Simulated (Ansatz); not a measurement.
A made-up structure of SiNH$_{6}$S (charge +1), closed shell:

N1  (-0.953, 0.693, -1.132)
Si2  (-0.075, -1.012, 1.533)
S3  (0.412, 0.544, -0.192)
H4  (-1.109, 0.164, -1.976)
H5  (-1.704, 1.335, -0.930)
H6  (0.673, 1.593, 0.632)
H7  (1.451, -0.086, -0.804)
H8  (0.037, -2.200, 0.764)
H9  (1.232, -1.129, 2.076)
(Å)

It is relaxed with PBE-D4/def2-SVP and then PBE0-D4/def2-TZVP (Ansatz 0.2.0). Atoms count as bonded within 1.22 times the sum of their covalent radii (H–H: 0.88 Å). The end point is not checked to be a true minimum.

(1) Does its bonding change? (Judge from chemistry; the calculation decides.)

Results:

(1) Computed: No: no bond forms or breaks.

Where it ends: The first stage lowers the energy by 2.26 eV in 26 steps. It ends as SiNH₆S ([NH2][SH2][SiH2]), total charge +1:
```xyz
9
angstrom
N -0.8761 0.5217 -1.1416
Si -0.3036 -0.9800 1.6647
S 0.3513 0.1934 -0.1383
H -0.7181 1.1270 -1.9389
H -1.7703 0.6186 -0.6732
H 0.9103 1.3265 0.3738
H 1.2980 -0.0063 -1.1081
H -0.0573 -2.2449 0.8866
H 1.1294 -0.6552 2.0456
```

Labels in which every atom is bracketed show which atoms are joined, not bond orders.

For scale, one of the runs: PBE0-D4/def2-TZVP relaxation, 141 basis functions, launched by `ansatz run in.yaml --threads 2 --pin off --events-out ev --progress --plain --max-ram 4352MiB`. Hardware: 2 CPU threads of an Arm Neoverse V1, shared host. Wall time about 45 s.
